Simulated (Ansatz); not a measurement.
Input file:

```yaml
crystal:
  periodic: [false, false, false]
  atoms:
    - {symbol: Si, position_ang: [-0.102394, -0.026411, 0.485416]}
    - {symbol: B, position_ang: [0.071080, -0.026412, -1.460728]}
    - {symbol: H, position_ang: [0.692381, -1.233249, 0.890834]}
    - {symbol: H, position_ang: [1.398372, 2.252449, 1.250958]}
basis:
  gaussian: {orbitals: "6-31G*"}
magnetization: {spin_polarized: false, initial_magnetization: 1}
correlation: {method: fic_mrcisd_q, electrons: all, active_space: {window: {electrons: 3, orbitals: 3}, states: [{multiplicity: 2, weights: [0]}]}}
accuracy: high
```

```sh
$ ansatz run in.yaml --threads 1 --pin off --events-out ev --progress --plain --max-ram 2393MiB
```

Task: One thing in this input was set wrong on purpose, beside settings that are merely unusual. What is the gravest fault, and what does the program do?

Result: Impossible set of states or weights. How the run ends: refused.
```
Error: set 0 asks for 1 states and needs as many positive weights; it has [0.0]
```
